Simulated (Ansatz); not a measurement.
Frontier orbitals of `N#CO`.

```json
{"atom": "N1", "x (Å)": "0.7931", "y (Å)": "-1.3945", "z (Å)": "-0.1963"}
{"atom": "C2", "x (Å)": "0.1222", "y (Å)": "-0.4736", "z (Å)": "-0.0219"}
{"atom": "O3", "x (Å)": "-0.6810", "y (Å)": "0.5134", "z (Å)": "0.1907"}
{"atom": "H4", "x (Å)": "-0.2344", "y (Å)": "1.3547", "z (Å)": "0.0275"}
```

Charge 0, multiplicity 1. The structure was optimised at the PBE0-D4/def2-TZVP level. It is one conformer, not always the lowest. Basis def2-TZVPP, Ansatz 0.2.0.

| functional | HOMO (eV) | LUMO (eV) | gap (eV) |
| --- | --- | --- | --- |
| LDA (SPW92) | -7.75 | -1.41 | 6.34 |
| PBE | -7.54 | -1.31 | 6.23 |
| revPBE | -7.46 | -1.27 | 6.19 |
| r2SCAN | -7.84 | -0.60 | 7.24 |
| PBE0 | -9.01 | -0.38 | 8.63 |
| HSE06 (plane-wave form) | -8.60 | -0.75 | 7.85 |
| CAM-B3LYP | -10.48 | 0.38 | 10.86 |
| LC-ωPBE | -11.89 | 1.80 | 13.69 |
| ωB97M-V | -11.35 | 1.14 | 12.49 |

Problem. What is the vertical ionisation energy at frozen-core CCSD(T)/CBS(def2)? (Best estimate.)

Solution. The calculation gave: 12.25 eV (T1 of the cation 0.030).

A quarter of exact exchange (PBE0) shifts PBE's HOMO by −1.48 eV and its LUMO by +0.93 eV; full exchange at long range (ωB97M-V) shifts them by −3.82 and +2.45 eV. The gap opens from 6.23 to 12.49 eV, since occupied levels lose self-interaction and empty ones feel all the electrons. A positive LUMO is unbound and depends on the basis. −ε(HOMO) differs from that ionisation energy by −4.71 eV with PBE and −0.90 eV with ωB97M-V.

LC-ωPBE has ω = 0.4 bohr⁻¹.
